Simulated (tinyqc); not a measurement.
Extended Hueckel theory, for LiH, step by step. One step of it, computed by the program tinyqc.

Task: Wolfsberg-Helmholz matrix. H_ij = K' S_ij (H_ii + H_jj)/2 for i != j (the diagonal keeps H_ii), with K' = K + D^2 + D^4 (1 - K), D = (H_ii - H_jj)/(H_ii + H_jj), K = 2.

overlap S, lower triangle:
```
           1Li 2s   1Li 2px   1Li 2py   1Li 2pz     2H 1s
1Li 2s   1.000000
1Li 2px  0.000000  1.000000
1Li 2py  0.000000  0.000000  1.000000
1Li 2pz  0.000000  0.000000  0.000000  1.000000
2H 1s    0.378670  0.000000  0.000000  0.490609  1.000000
```

diagonal H_ii (eV): 1Li 2s -5.400000, 1Li 2px -3.500000, 1Li 2py -3.500000, 1Li 2pz -3.500000, 2H 1s -13.600000

K = 2.000000

Give: H.

Result:

H (eV), lower triangle:
```
          1Li 2s  1Li 2px  1Li 2py  1Li 2pz     2H 1s
1Li 2s   -5.4000
1Li 2px   0.0000  -3.5000
1Li 2py   0.0000   0.0000  -3.5000
1Li 2pz   0.0000   0.0000   0.0000  -3.5000
2H 1s    -7.7400   0.0000   0.0000  -9.3423  -13.6000
```
